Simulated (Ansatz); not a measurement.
Input file:

```yaml
crystal:
  periodic: [false, false, false]
  atoms:
    - {symbol: F, position_ang: [0.000000, 0.000000, 0.000000]}
    - {symbol: P, position_ang: [0.000000, 0.000000, 1.593400]}
basis:
  gaussian: {orbitals: cc-pVDZ}
magnetization: {spin_polarized: false, initial_magnetization: 4}
correlation: {method: ccsdtq, electrons: outside_noble_gas}
```

```sh
$ ansatz run in.yaml --threads 2 --pin off --events-out ev --progress --plain --max-ram 23808MiB --backend cuda --devices 0, --max-vram 18GiB
```

Output:

```
546 factors; integrals over basis functions are off by at most 1.4e-7 eV
mean field evaluation 1: about -11969.0183 eV, gradient 1.5e1 eV
mean field evaluation 2: about -11969.0703 eV, gradient 1.5e1 eV
mean field evaluation 4: about -11970.3468 eV, gradient 4.2e0 eV
mean field evaluation 8: about -11970.4245 eV, gradient 8.3e-1 eV
mean field evaluation 16: about -11970.4321 eV, gradient 1.9e-6 eV
mean field evaluation 32: about -11968.2923 eV, gradient 3.8e-3 eV
mean field evaluation 64: about -11968.2923 eV, gradient 1.7e-3 eV
mean field evaluation 96: about -11954.6659 eV, gradient 4.2e1 eV
mean field evaluation 128: about -11960.4219 eV, gradient 7.1e-2 eV
mean field -11970.43211617 eV, -439.9052664189 hartree, gradient 1.9e-6 eV, S^2 6.000000; 3 other end points of the search recorded, 0 dependent functions left out
mean field evaluation 160: about -11970.5584 eV, gradient 8.3e-1 eV
mean field evaluation 192: about -11968.4103 eV, gradient 7.4e-2 eV
determinant -11970.43211617 eV, -439.9052664189 hartree, with singles and doubles -11977.38319763 eV, -440.1607139511 hartree
determinant -11968.29230266 eV, -439.8266297230 hartree, with singles and doubles -11974.94416898 eV, -440.0710813014 hartree
6 core orbitals not correlated: weight in the atoms' cores, before any rotation towards them, 1.000 or more for the frozen orbitals, at most 0.000 for the correlated occupied ones
reference -11970.43211617 eV, -439.9052664189 hartree; 8, 4 occupied and 18, 22 virtual orbitals, 546 factors
second order -6.59414145 eV of doubles, -0.09186559 eV of singles
cycle   1  -6.67819579 eV  change    1.0e-2 eV  update   8.4e-2
cycle   2  -6.95130944 eV  change   -2.7e-1 eV  update   4.3e-2
cycle   3  -7.11913305 eV  change   -1.7e-1 eV  update   2.9e-2
cycle   4  -7.12101538 eV  change   -1.9e-3 eV  update   1.3e-2
cycle   5  -7.11372888 eV  change    7.3e-3 eV  update   8.6e-3
cycle   6  -7.12097513 eV  change   -7.2e-3 eV  update   4.0e-3
cycle   7  -7.12203897 eV  change   -1.1e-3 eV  update   1.5e-3
cycle   8  -7.12102836 eV  change    1.0e-3 eV  update   1.1e-3
cycle   9  -7.12132717 eV  change   -3.0e-4 eV  update   4.6e-4
cycle  10  -7.12164199 eV  change   -3.1e-4 eV  update   3.0e-4
cycle  11  -7.12146287 eV  change    1.8e-4 eV  update   1.7e-4
cycle  12  -7.12141866 eV  change    4.4e-5 eV  update   4.6e-5
cycle  13  -7.12142671 eV  change   -8.1e-6 eV  update   3.6e-5
cycle  14  -7.12140388 eV  change    2.3e-5 eV  update   1.3e-5
cycle  15  -7.12140322 eV  change    6.6e-7 eV  update   4.1e-6
cycle  16  -7.12140696 eV  change   -3.7e-6 eV  update   2.5e-6
cycle  17  -7.12140733 eV  change   -3.8e-7 eV  update   1.3e-6
Total energy: -11977.55352350 eV, -440.1669733114 hartree
```

For the same geometry and basis UCCSDTQ lies 0.4 meV lower.

Ran on 2 threads of AMD EPYC 7R13 with a shared H100 80 GB, shared host: 62 s wall, 0.93 GiB peak host memory.
